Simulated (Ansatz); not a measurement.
C₄H₄ClF (`FC#CCCCl`), relaxed with RKS PBE0-D4/def2-TZVP in Ansatz 0.2.0 from a PBE-D4/def2-SVP geometry. The force threshold is 0.005 eV/Å; the program also tests the step.

Charge 0, multiplicity 1.

Start:

```xyz
10

F     0.228   -2.158   -2.884
C     0.084   -1.559   -1.755
C    -0.060   -1.017   -0.672
C    -0.213   -0.306    0.597
C     0.147    1.178    0.462
Cl   -0.051    2.029    2.038
H     0.432   -0.764    1.378
H    -1.258   -0.391    0.965
H     1.200    1.306    0.144
H    -0.508    1.682   -0.274
```

(1) By how much does the energy fall, and how many steps does the optimiser take? (Estimate.)

(2) Which bonds change most? (Best estimate.)

(3) Give the relaxed structure. (Best estimate.)

Results:

(1) The calculation gave: 0.07 eV, in 8 steps.

(2) The calculation gave: C2–C3 from 1.219 to 1.195 Å; C5–Cl6 from 1.802 to 1.780 Å; C5–H9 from 1.107 to 1.089 Å; C5–H10 from 1.107 to 1.089 Å.

(3) The calculation gave: 
```xyz
10

F     0.225   -2.130   -2.848
C     0.082   -1.540   -1.728
C    -0.057   -1.001   -0.671
C    -0.213   -0.304    0.597
C     0.146    1.166    0.454
Cl   -0.046    2.013    2.008
H     0.425   -0.761    1.359
H    -1.244   -0.393    0.951
H     1.183    1.289    0.145
H    -0.502    1.661   -0.267
```
